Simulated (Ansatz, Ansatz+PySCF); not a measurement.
```yaml
atoms:
  - { symbol: C, position_ang: [0.0000, 0.0000, -0.4928] }
  - { symbol: C, position_ang: [0.0000, 1.1898, 0.2111] }
  - { symbol: C, position_ang: [0.0000, -1.1898, 0.2111] }
  - { symbol: H, position_ang: [0.0000, 0.0000, -1.5874] }
  - { symbol: H, position_ang: [0.0000, 2.1593, -0.3030] }
  - { symbol: H, position_ang: [0.0000, 1.2037, 1.3086] }
  - { symbol: H, position_ang: [0.0000, -2.1593, -0.3030] }
  - { symbol: H, position_ang: [0.0000, -1.2037, 1.3086] }
```

RHF on singlet C3H5(+) was run in several spherical basis sets with Ansatz (development build ahead of 0.2.0).

Task: Rank the basis sets by the total energy that they give, lowest first, with the distance from the lowest.
A. cc-pVDZ
B. cc-pVTZ
C. def2-SVP
D. 6-31G(d)
E. def2-TZVP

Result: E (0.00 eV), B (0.04 eV), A (0.88 eV), D (1.17 eV), C (3.51 eV).

Totals follow the description of the cores as much as that of the bonds, so this order isn't one of quality for chemistry.
